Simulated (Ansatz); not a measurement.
## Na2Hf: from a trial structure to a relaxed crystal

Level of theory: Ansatz 0.2.0, DFT PBE, scalar-relativistic, plane waves, PAW. Cutoff 420 eV, Γ-centred k mesh, Gaussian smearing, no spin polarisation in the final step.

Na2Hf was placed on the cubic Laves (C15) structure type (Fd-3m, No. 227), with Hf in place of Mg, Na in place of Cu, at a guessed volume.

```
CELL_PARAMETERS angstrom
0.00000 3.94775 3.94775
3.94775 0.00000 3.94775
3.94775 3.94775 0.00000
ATOMIC_POSITIONS crystal
Na 0.62500 0.62500 0.62500
Na 0.12500 0.62500 0.62500
Na 0.62500 0.62500 0.12500
Na 0.62500 0.12500 0.62500
Hf 0.00000 0.00000 0.00000
Hf 0.25000 0.25000 0.25000
```

Cell and atoms relax at zero pressure; the relaxation can't lower the symmetry of the start. After a coarse first stage the cell is made exact in the group found at 0.06 Å.

Formation energies are uncorrected and refer to the elements' standard structures at the same level.

Question: What does it relax into?

Answer: It keeps Fd-3m (No. 227). The result has the cubic Laves (C15) structure. Conventional cell: a = 8.467 Å. Na is coordinated by 6 Na at 2.99 Å and 6 Hf at 3.51 Å; around Hf lie 12 Na at 3.51 Å and 4 Hf at 3.67 Å.

```cif
data_structure
_symmetry_space_group_name_H-M 'Fd-3m:1'
_symmetry_Int_Tables_number 227
_cell_length_a 8.4666
_cell_length_b 8.4666
_cell_length_c 8.4666
_cell_angle_alpha 90.000
_cell_angle_beta 90.000
_cell_angle_gamma 90.000
_cell_volume 606.91
loop_
_atom_site_label
_atom_site_type_symbol
_atom_site_symmetry_multiplicity
_atom_site_Wyckoff_symbol
_atom_site_fract_x
_atom_site_fract_y
_atom_site_fract_z
_atom_site_occupancy
Na1 Na 16 c 0.12500 0.12500 0.12500 1
Hf1 Hf 8 b 0.00000 0.00000 0.50000 1
```

Question: What are its volume, energy, density and gap?

Answer: The volume per atom is 25.29 Å³ and the density is 4.91 g/cm³. The energy over the elements is 0.88 eV/atom. The gap on the 8×8×8 mesh is 0 eV (a metal).

The final run used a 8×8×8 mesh on its 6-atom cell and 0.10 eV smearing. The k mesh leaves about 4 meV/atom of noise in metals. Spin–orbit coupling is left out. A structure relaxed within its symmetry needn't be a true minimum.

Cost: 3 runs of about 1.1 core-minutes in all, on Intel Xeon Platinum 8488C (Sapphire Rapids) (shared hosts).